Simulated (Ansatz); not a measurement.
A nudged elastic band was laid between two geometries of CH₅N₂ (8 atoms, charge 0, multiplicity 2).

Theory: UKS B3LYP/def2-SVP (Ansatz).

| Item | Value |
| --- | --- |
| movable images | 7 |
| climbing image | yes |
| spring | 5.0 eV/Å² |
| optimiser | quadratic models (default) |
| start path | IDPP |
| force threshold | 0.05 eV/Å |
| iteration limit | 60 |
| end points | relaxed |

Initial state:

```xyz
8
Properties=species:S:1:pos:R:3
N -0.641 0.700 -0.793
C 0.125 0.326 0.340
N 0.788 -0.924 0.241
H -1.358 0.010 -1.025
H -1.112 1.589 -0.637
H 0.769 1.133 0.716
H 1.286 -1.141 1.101
H 0.143 -1.695 0.056
```

Final state:

```xyz
8
Properties=species:S:1:pos:R:3
N -0.234 0.770 -0.902
C -0.159 0.248 0.398
N 0.209 -1.107 0.441
H -0.798 0.187 -1.522
H -0.558 1.734 -0.935
H 0.205 0.964 1.156
H 1.102 -1.317 -0.024
H 0.232 -1.480 1.386
```

(1) Which bonds break or form, and what moves?

(2) Give the energies along the band, and the barrier.

(3) What is the geometry of the highest image?

(4) What are the harmonic wavenumbers there?

## Answers

(1) No bond is made or broken. The dihedral H6–C2–N3–H7 goes from 49 to -86°.

(2) It converged. The highest image is number 4 of 0 to 8, 2.2 kJ/mol above the first end and 7.2 kJ/mol above the last; the last end lies 5.0 kJ/mol below the first. A vibrational analysis at the climbing image gives one clearly imaginary mode, 184i cm⁻¹: a first-order saddle point.

```
image  path coordinate (Å)  energy (kJ/mol)  dihedral H6–C2–N3–H7 (°)
    0                 0.00              0.0                        49
    1                 0.34              0.1                        37
    2                 0.68              0.4                        21
    3                 1.02              1.5                         0
    4                 1.36              2.2                       -19
    5                 1.68              1.4                       -36
    6                 1.99             -0.8                       -53
    7                 2.31             -3.6                       -69
    8                 2.63             -5.0                       -86
```

(3) 
```xyz
8
Properties=species:S:1:pos:R:3
N -0.373 0.853 -0.875
C -0.002 0.282 0.355
N 0.454 -1.056 0.302
H -0.747 0.167 -1.527
H -0.983 1.665 -0.797
H 0.450 0.989 1.066
H 1.378 -1.187 0.713
H -0.177 -1.713 0.763
```

(4) 184i, 293, 461, 618, 709, 717, 1014, 1110, 1230, 1263, 1435, 1585, 1621, 3105, 3464, 3509, 3534, 3619 cm⁻¹.

Run time: 2.3 min on 1 thread of Intel(R) Xeon(R) Processor @ 2.70GHz (shared host), peak memory 0.16 GiB.
